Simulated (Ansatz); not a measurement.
## NS, doublet: the ladder up to full CI

Geometry: a point of a stretch scan, not a stationary point.

```xyz
2

N     0.0000    0.0000    0.0000
S     0.0000    0.0000    2.0030
```

Basis 6-31G; Ansatz 0.2.0. Correlated methods freeze the noble-gas cores, which leaves 11 electrons in 16 orbitals. R marks a restricted (for open shells ROHF) determinant, U an unrestricted one. Active spaces: pair = (3e, 3o) about the gap; valence = (11e, 8o) chosen from the atoms' valence shells.

Full CI is exact within this basis and frozen core; it isn't the basis-set limit. The frozen core follows each run's orbitals, which can shift R against U totals by a few meV.

Unrestricted rows (U) aren't spin-pure: their determinants' ⟨S²⟩ exceeds S(S+1) by up to 1.36, so they mix in states of higher spin.

The UHF ⟨S²⟩ is 2.109. The T1 diagnostic (RCCSD) is 0.1365. The largest doubles amplitude (RCCSD) is 0.318. The T1 diagnostic (UCCSD) is 0.0867.

```csv
level,E − E(full CI) (kJ/mol),share of correlation (%),wall time
RHF,637.3,0.00,–
UHF,329.5,48.30,–
RMP2,162.7,74.48,–
UMP2,140.3,77.99,–
RCCSD*,52.0,91.84,–
UCCSD,29.0,95.45,–
RCCSD(T)*,-6.4,101.00,0.78 s
UCCSD(T),15.1,97.62,0.88 s
BCCD(T)*,14.7,97.69,1.1 s
RCCSDT*,8.3,98.70,–
UCCSDT,7.2,98.87,–
RCCSDT(Q)*,2.1,99.67,3.8 s
UCCSDT(Q),2.9,99.54,3.5 s
RCCSDTQ*,2.0,99.68,44 s
UCCSDTQ,1.0,99.84,53 s
CASSCF (pair space),381.8,40.09,–
NEVPT2 (pair space),94.5,85.18,0.36 s
CASSCF (valence space),190.1,70.17,–
NEVPT2 (valence space),50.4,92.10,0.72 s
MRCISD (valence space),9.0,98.58,–
MRCISD+Q (valence space),2.8,99.56,1 s
```

An asterisk marks runs whose energy the program itself flagged as in doubt.

The correlation energy at full CI, counted from RHF, is -6.605 eV. That run took 5.5 min on 1 thread of AMD EPYC 9R45, shared host over 8,744,736 determinants.

Run but not shown, since their state, orbitals or frozen core can't be matched to the reference's or they repeat it: CISD, CISDTQ.

Times hold each run's SCF and search for its determinant on a shared host, so for small cases they say little of a method's own cost; they ran on 1 thread of AMD EPYC 9R45.

Not variational, and here over 5 meV under the exact energy: RCCSD(T).

The full-CI state has the irrep B1 of C2v, in the program's axes (one component, if the state is degenerate).

Natural occupations of full CI about the gap: 1.977 1.947 1.868 1.636 1.031 0.362 0.133 0.013 0.012 0.008; effectively unpaired electrons, Σ n²(2−n)², 1.84. No single determinant describes this state well, so single-reference rows can miss without a flag.
